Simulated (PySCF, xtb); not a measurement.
dichloromethane (CH₂Cl₂), SMILES C(Cl)Cl.

GFN2-xTB run with xtb at its own geometry gives an orbital gap of 6.15 eV and a dipole moment of 1.77 D.

Geometry: PBE0-D3(BJ)/def2-TZVP.

Problem. What does PySCF with PBE/def2-TZVPD give? (Estimate from the structure and the level; the computed values follow.)

Solution. gap 5.92 eV (levels -7.33 and -1.41 eV), dipole 1.57 D.
